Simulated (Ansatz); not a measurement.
# BNH (doublet): from Hartree-Fock to the top rungs at distance B1–N2 = 0.986 Å, 6-31G

Aim: climb from Hartree-Fock through coupled cluster and multireference methods for BNH (doublet) at one geometry and basis, and see what each rung misses.

The runs use Ansatz 0.2.0, Gaussian basis; 6-31G, core rule «outside noble gas», up to 2 orbitals frozen.

Plan: UHF; CCSD(T) on ROHF; CCSD(T) on UHF; BCCD(T) on ROHF; CISD; CCSDT(Q) on ROHF; CCSDT(Q) on UHF; CISDTQ; CCSDTQ on ROHF; CASSCF and MRCISD+Q, 3 electrons in 3 orbitals; CASSCF and NEVPT2, 3 electrons in 3 orbitals; CASSCF and MRCISD+Q, 9 electrons in 9 orbitals; CASSCF and NEVPT2, 9 electrons in 9 orbitals; Full CI.

24 further runs of the same task are left out: 5 for a known fault of the program, 16 that didn't finish, 3 set aside as unsound or not needed.

## (1) The geometry

The geometry derives from a PBE0/def2-TZVP stationary point (not a proven minimum). One bond is set to the value named and the two fragments are kept rigid.

3 atoms, charge 0, spin multiplicity 2.

Atoms are counted from 1 here; the program's logs count them from 0.

Bond lengths: B1–N2 0.986 Å, N2–H3 0.993 Å. Angles: B1–N2–H3 180.0°.

## (2) UHF

Contents of in.yaml:

```yaml
crystal:
  periodic: [false, false, false]
  atoms:
    - {symbol: B, position_ang: [0.000000, 0.000000, -0.988213]}
    - {symbol: N, position_ang: [0.000000, 0.000000, -0.002213]}
    - {symbol: H, position_ang: [0.000000, 0.000000, 0.990426]}
basis:
  gaussian: {orbitals: 6-31G}
magnetization: {spin_polarized: true, initial_magnetization: 1}
hamiltonian: {xc: hf}
output: {orbitals: {seedname: orbitals}}
```

The run is started by

```sh
$ ansatz run in.yaml --threads 1 --pin off --events-out ev --progress --plain --max-ram 2393MiB
```

Further steps of the session: CCSD(T) on ROHF; CCSD(T) on UHF; BCCD(T) on ROHF; CISD; CCSDT(Q) on ROHF; CCSDT(Q) on UHF; CISDTQ; CCSDTQ on ROHF; CASSCF and MRCISD+Q, 3 electrons in 3 orbitals; CASSCF and NEVPT2, 3 electrons in 3 orbitals; CASSCF and MRCISD+Q, 9 electrons in 9 orbitals; CASSCF and NEVPT2, 9 electrons in 9 orbitals; Full CI.

**Question.** What will the summary of the whole plan be? Wanted: FCI below the RHF energy; RMP2 from FCI; UMP2 from FCI; RCCSD from FCI; RCCSD(T) from FCI; UCCSD(T) from FCI; RCCSDT(Q) from FCI; UCCSDT(Q) from FCI; NEVPT2 valence from FCI.

As calculated:

| quantity | value |
| --- | --- |
| FCI below the RHF energy | -4.1205 eV |
| RMP2 from FCI | +449.7 meV |
| UMP2 from FCI | +431.6 meV |
| RCCSD from FCI | +106.1 meV |
| RCCSD(T) from FCI | +17.6 meV |
| UCCSD(T) from FCI | +18.3 meV |
| RCCSDT(Q) from FCI | -0.5 meV |
| UCCSDT(Q) from FCI | -1.0 meV |
| NEVPT2 valence from FCI | +315.0 meV |
| MRCISD+Q valence from FCI | +22.2 meV |
| levels within 1 kcal/mol (43 meV) | RCCSD(T), UCCSD(T), BCCD(T), RCCSDT, UCCSDT, CISDTQ, RCCSDT(Q), UCCSDT(Q), RCCSDTQ, MRCISD valence, MRCISD+Q valence |
| T1 diagnostic | 0.021 |
| effectively unpaired electrons | 1.04 |

**Reading.** RCCSD(T) lands +17.6 meV from the yardstick (0.4 % of the correlation energy). One determinant dominates. Of the multireference levels listed MRCISD+Q valence comes nearest in total energy (+22.2 meV), which doesn't show that its space is the better one. These misses are within one basis, not against nature; the frozen cores of restricted and unrestricted runs differ, which can shift their rows.
